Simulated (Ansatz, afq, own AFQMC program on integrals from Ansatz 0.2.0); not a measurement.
Where AFQMC and coupled cluster stand for Mn, sextet

A free Mn atom.

Basis def2-TZVPP. Only valence electrons are correlated. AFQMC by an in-house program on the Cholesky factors that Ansatz 0.2.0 writes for its CCSD(T) run. The CISD trial takes its coefficients from CCSD amplitudes. Released means that phaseless walkers are propagated on without the constraint, phases kept. Free AFQMC starts from the CCSD state and is never constrained. Its projection time is finite, and what remains of the start isn't in its error. Uncertainties: one standard error, sampling alone. The metal's outer-core s and p shells are frozen, which shifts wave-function levels against functionals.

Determinant: UHF, the one that the program's search chose, which needn't be the lowest solution.

No full CI on the walks' own integrals is used here; CCSDT(Q) serves as the reference and is uncertain by about the last step of the cluster series.

Cautions: no relativity below Rb; outer-core shells of the metal frozen; the ph-AFQMC/HF walk drifts between its halves (2.7 errors).

```
T1 diagnostic                               : 0.0217
weight of the determinant in the CISD state : 0.916
⟨S²⟩ of the determinant                     : 8.770
size of the correlated space                : 7 electrons in 55 orbitals
```

Reference: CCSDT(Q), correlation energy -3.687 eV. The released energy is read at 1.50 1/Eh (meV from the phaseless value at times in 1/Eh: -3.1 ± 1.7 at 0.24, -4.6 ± 1.4 at 0.50, -4.0 ± 1.3 at 1.00, -7.6 ± 1.7 at 1.50).

| level | E − E(reference) (meV) | share of correlation (%) |
| --- | --- | --- |
| HF | 3687.3 | 0.00 |
| MP2 | 514.8 | 86.04 |
| CCSD | 114.9 | 96.88 |
| CCSD(T) | 15.1 | 99.59 |
| CCSDT | 2.1 | 99.94 |
| ph-AFQMC/HF | 46.1 ± 15.8 | 98.75 |
| ph-AFQMC/CISD | 9.3 ± 1.6 | 99.75 |
| released AFQMC | 1.7 ± 1.7 | 99.95 |
| free AFQMC | 1.8 ± 2.7 | 99.95 |

Free projections are given only where their last times agree within the noise and don't stop above the reference; a slow remainder of the start can still hide under it. A walk keeps the symmetry of its determinant, which the program's search chose and which needn't be the lowest solution, so a lower state of the same spin and another symmetry isn't excluded. Released energies are given only where the last usable release times agree within the noise; a slower fall can still hide under it.
